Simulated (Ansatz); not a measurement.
**One shape, several levels: BH2F (SMILES BF)**

Aim: a comparison of 6 runs (UHF/STO-3G, HSE06/STO-3G, UPBE/STO-3G, CCSDTQ/STO-3G, CCSD(T)/STO-3G, FCI/STO-3G) of BH2F. 

The results are computed with Ansatz 0.2.0.

39 further runs of the same task are left out: 39 set aside as unsound or not needed.

**1. Starting point**

BH2F has 4 atoms, charge 0, and is taken as a singlet. SMILES: `BF`. The H3–B1 distance was set to 2.994 Å, away from the relaxed value. At this shape a bond of the SMILES string is far longer than usual.

Bond lengths: B1–F2 1.317 Å, B1–H4 1.198 Å. Angles: F2–B1–H4 117.8°.

**2. The energy at UHF/STO-3G (run 1)**

File molecule.yaml:

```yaml
crystal:
  periodic: [false, false, false]
  atoms:
    - {symbol: B, position_ang: [1.450500, 0.963650, -0.356300]}
    - {symbol: F, position_ang: [2.539000, 0.670950, 0.324400]}
    - {symbol: H, position_ang: [-1.012500, -0.649100, 0.186200]}
    - {symbol: H, position_ang: [1.512000, 1.857250, -1.151100]}
basis:
  gaussian:
    orbitals: STO-3G
magnetization:
  spin_polarized: true
  initial_magnetization: 0
hamiltonian:
  xc: hf
accuracy: high
```

Launch:

```bash
$ ansatz run molecule.yaml --threads 1 --pin off --max-ram 2610MiB --events-out events.jsonl --progress --plain --runs-dir runs
```

The log of the run:

```text
Warning: RAYON_NUM_THREADS=1 ignored (pool sized by the plan → 1); use --threads N
Functional definition: HF
  name "HF"
  exchange = exact_x
  correlation = 0
186 factors; integrals over basis functions are off by at most 2.2e-8 eV
mean field evaluation 1: about -3347.0453 eV, gradient 1.7e1 eV
mean field evaluation 2: about -3347.0605 eV, gradient 1.7e1 eV
mean field evaluation 4: about -3352.9767 eV, gradient 4.6e0 eV
mean field evaluation 8: about -3353.3546 eV, gradient 2.4e-4 eV
mean field evaluation 16: about -3354.2832 eV, gradient 5.8e0 eV
mean field evaluation 32: about -3358.2212 eV, gradient 1.3e-1 eV
mean field evaluation 64: about -3349.1384 eV, gradient 1.0e1 eV
mean field -3358.25550883 eV, -123.4136136420 hartree, gradient 1.1e-8 eV, S^2 0.988016; 3 other end points of the search recorded, 0 dependent functions left out
reference -3358.25550883 eV, -123.4136136420 hartree; 8, 8 occupied and 4, 4 virtual orbitals, 186 factors
Total energy: -3358.25550883 eV, -123.4136136420 hartree
```

Run time: 0.1 s. Hardware: 1 thread of Arm Neoverse V1, shared host.

**3. A single-point energy at HSE06/STO-3G (run 2)**

File input.yaml:

```yaml
crystal:
  periodic: [false, false, false]
  atoms:
    - symbol: B
      position_ang: [1.450500, 0.963650, -0.356300]
    - symbol: F
      position_ang: [2.539000, 0.670950, 0.324400]
    - symbol: H
      position_ang: [-1.012500, -0.649100, 0.186200]
    - symbol: H
      position_ang: [1.512000, 1.857250, -1.151100]
basis:
  gaussian:
    orbitals: STO-3G
hamiltonian:
  xc: {name: HSE06}
accuracy: high
```

Launch:

```bash
$ ansatz run input.yaml --threads 1 --pin off --max-ram 2610MiB --events-out events.jsonl --progress --plain --runs-dir runs
```

The log of the run:

```text
Warning: RAYON_NUM_THREADS=1 ignored (pool sized by the plan → 1); use --threads N
Functional definition: HSE06
  name "HSE06"
  parameter a = 0.25
  parameter omega = 0.11/bohr
  exchange = pbe_x - a*pbe_x_sr(omega) + a*exact_x_sr(omega)
  correlation = pbe_c
186 factors; integrals over basis functions are off by at most 2.2e-8 eV
44 factors; integrals over basis functions are off by at most 5.7e-10 eV
mean field evaluation 1: about -3360.7703 eV, gradient 1.7e1 eV
mean field evaluation 2: about -3354.2117 eV, gradient 1.8e1 eV
mean field evaluation 4: about -3361.6341 eV, gradient 1.7e1 eV
mean field evaluation 8: about -3367.2253 eV, gradient 9.0e0 eV
mean field evaluation 16: about -3367.5615 eV, gradient 1.2e-8 eV
mean field -3367.56145095 eV, -123.7556007073 hartree, gradient 1.2e-8 eV, S^2 0.000000; 0 other end points of the search recorded, 0 dependent functions left out
reference -3367.56145256 eV, -123.7556007666 hartree; 8, 8 occupied and 4, 4 virtual orbitals, 186 factors
Total energy: -3367.56145256 eV, -123.7556007666 hartree
```

Run time: 0.83 s. Hardware: 1 thread of Arm Neoverse V1, shared host.

**4. A single-point energy at UPBE/STO-3G (run 3)**

File run.yaml:

```yaml
crystal:
  periodic: [false, false, false]
  atoms:
    - {symbol: B, position_ang: [1.450500, 0.963650, -0.356300]}
    - {symbol: F, position_ang: [2.539000, 0.670950, 0.324400]}
    - {symbol: H, position_ang: [-1.012500, -0.649100, 0.186200]}
    - {symbol: H, position_ang: [1.512000, 1.857250, -1.151100]}
basis:
  gaussian: {orbitals: STO-3G}
magnetization: {spin_polarized: true}
hamiltonian: {xc: pbe}
accuracy: high
```

Launch:

```bash
$ ansatz run run.yaml --threads 1 --pin off --max-ram 2610MiB --events-out events.jsonl --progress --plain --runs-dir runs
```

The log of the run:

```text
Warning: RAYON_NUM_THREADS=1 ignored (pool sized by the plan → 1); use --threads N
Functional definition: PBE
  name "PBE"
  parameter kappa = 0.804
  parameter beta = 0.06672455060314922
  exchange = pbe_x(kappa = kappa, mu = beta*pi^2/3)
  correlation = pbe_c(beta = beta)
186 factors; integrals over basis functions are off by at most 2.2e-8 eV
mean field evaluation 1: about -3359.7586 eV, gradient 1.6e1 eV
mean field evaluation 2: about -3352.6306 eV, gradient 1.6e1 eV
mean field evaluation 4: about -3365.7382 eV, gradient 1.2e1 eV
mean field evaluation 8: about -3367.8427 eV, gradient 2.6e0 eV
mean field evaluation 16: about -3368.1080 eV, gradient 1.2e0 eV
mean field evaluation 32: about -3368.8161 eV, gradient 3.7e-1 eV
mean field -3368.78424359 eV, -123.8005375080 hartree, gradient 8.9e-9 eV, S^2 0.922787; 3 other end points of the search recorded, 0 dependent functions left out
reference -3368.78424534 eV, -123.8005375721 hartree; 8, 8 occupied and 4, 4 virtual orbitals, 186 factors
Total energy: -3368.78424534 eV, -123.8005375721 hartree
```

Wall time 2.2 s (1 thread of Arm Neoverse V1, shared host); peak memory 0.1 GiB.

Runs 4 to 5 aren't shown in full; the table further down has their settings and results.

**5. A single-point energy at FCI/STO-3G (run 6)**

File molecule.yaml:

```yaml
crystal:
  periodic: [false, false, false]
  atoms:
    - symbol: B
      position_ang: [1.450500, 0.963650, -0.356300]
    - symbol: F
      position_ang: [2.539000, 0.670950, 0.324400]
    - symbol: H
      position_ang: [-1.012500, -0.649100, 0.186200]
    - symbol: H
      position_ang: [1.512000, 1.857250, -1.151100]
basis:
  gaussian:
    orbitals: STO-3G
correlation:
  method: fci
  frozen_orbitals: {B: 1, F: 1, H: 0}
accuracy: high
```

Launch:

```bash
$ ansatz run molecule.yaml --threads 1 --pin off --max-ram 2610MiB --events-out events.jsonl --progress --plain --runs-dir runs
```

The log of the run, shortened:

```text
Warning: RAYON_NUM_THREADS=1 ignored (pool sized by the plan → 1); use --threads N
[... 2 set-up lines as earlier in the session ...]
[...]
186 factors; integrals over basis functions are off by at most 2.2e-8 eV
[...]
mean field -3353.34830295 eV, -123.2332771525 hartree, gradient 7.2e-9 eV, S^2 0.000000; 1 other end points of the search recorded, 0 dependent functions left out; unrestricted orbitals would lower it
unrestricted determinant -3358.25550883 eV, -123.4136136420 hartree, S^2 0.9880
2 core orbitals not correlated: weight in the atoms' cores, before any rotation towards them, 1.000 or more for the frozen orbitals, at most 0.000 for the correlated occupied ones
reference -3353.34830295 eV, -123.2332771525 hartree; 6, 6 occupied and 4, 4 virtual orbitals, 186 factors
state -3360.27785117 eV, -123.4879333524 hartree
Total energy: -3360.27785117 eV, -123.4879333524 hartree
```

Wall time 0.32 s (1 thread of Arm Neoverse V1, shared host).

**6. All runs side by side**

```tsv
run	level	frozen core orbitals	energy (Eh)	wall time
1	UHF/STO-3G	–	-123.413614	0.1 s
2	HSE06/STO-3G	–	-123.755601	0.83 s
3	UPBE/STO-3G	–	-123.800538	2.2 s
4	CCSDTQ/STO-3G	2	-123.488089	1.9 s
5	CCSD(T)/STO-3G	2	-123.489462	0.1 s
6	FCI/STO-3G	2	-123.487933	0.32 s
```

**7. What came out**

```
                                          quantity          value
                               run 6: total energy  -123.48793 Eh
run 6: correlation energy (2 core orbitals frozen)     -254.7 mEh
```

What this shows: Against full CI in this basis: UHF +74.3 mEh; CCSDTQ -0.2 mEh; CCSD(T) -1.5 mEh. Totals of different functionals can't be ranked against each other. In run 5 the T1 diagnostic is large, so a single reference may not serve. In runs 4, 5 the log says that unrestricted orbitals would lower the reference, so the values rest on an unstable closed-shell determinant (other closed-shell runs at this shape may share the fault). In runs 1, 2, 3, 4, 5, 6 the basis is minimal, so the values are rough. Spin contamination of the reference: run 1 ⟨S²⟩ = 0.99, run 3 ⟨S²⟩ = 0.92. Where it is this large, the reference is a mixture of spin states, and values that rest on it are in doubt. All runs together took 5.5 s, the longest 2.2 s.
